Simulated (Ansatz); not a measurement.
Input for Ansatz (development build ahead of 0.2.0):

```yaml
crystal:
  periodic: [false, false, false]
  atoms:
    - { symbol: Si, position_ang: [-0.03878, -0.04815, -0.87336] }
    - { symbol: O, position_ang: [-0.03158, -0.05782, 1.48992] }
basis:
  gaussian: { orbitals: "6-31G" }
hamiltonian:
  xc: hf
```

The input is written out in the form of the current development build from the run's settings.

Output:

* Converged: yes
* Total energy: -363.50310 hartree
* Spin squared of the determinant: 0.000

Caution: stretched shape with no unrestricted run beside it, a lower state can exist.
